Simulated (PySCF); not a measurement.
# Rotational lines of AlCl

Lines J+1 ← J of the vibrational ground state, computed from RHF-CCSD(T) constants of AlCl, ¹Σ⁺ (singlet), closed shell (PySCF, no relativity, basis sets Al def2-TZVPP, Cl def2-TZVPP; masses 26.9815 and 34.9689 u), in MHz:

```
J  ν (MHz)
0  14362.1
1  28724.1
2  43085.7
3  57446.8
4  71807.2
```

Find B0 and the effective bond length r0; with αe = 0.00149 cm⁻¹, find Re.

ν = 2B0(J+1) − 4D(J+1)³ gives B0 = 0.23953 cm⁻¹. With the reduced mass μred = 15.230 u, r0 = √(16.8576/(μred·B0)) (u, cm⁻¹, Å) = 2.1496 Å. Be = B0 + αe/2 = 0.24027 cm⁻¹ gives Re = 2.146 Å.

Correlated steps freeze 10 core orbitals. Where the molecule has an RHF reference, its open-shell atoms are computed with UHF.
